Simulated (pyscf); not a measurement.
Thermochemistry of product channels of H₃C–CH₂–ZnH + hydrogen (H₂) on the singlet surface, in eV, from ωB97M-D3(BJ)/def2-TZVP energies (ideal gas, 1 atm, RRHO with modes under 100 cm⁻¹ raised to 100, one conformer, R ln 2 for chiral ones without a mode under 150 cm⁻¹). Structures and frequencies: ωB97X-D3(BJ)/def2-SVP in PySCF.

| products | ΔE | ΔH(298 K) | ΔG(600 K) | ΔG(1200 K) |
|---|---|---|---|---|
| methane (CH₄) + H₃C–ZnH | -0.94 | -0.81 | -0.87 | -0.85 |
| ethane (H₃C–CH₃) + ZnH₂ | -0.59 | -0.47 | -0.45 | -0.36 |

These are energies of the channels, which say nothing of barriers. Elements up to Kr have no core potential and no relativistic terms here.
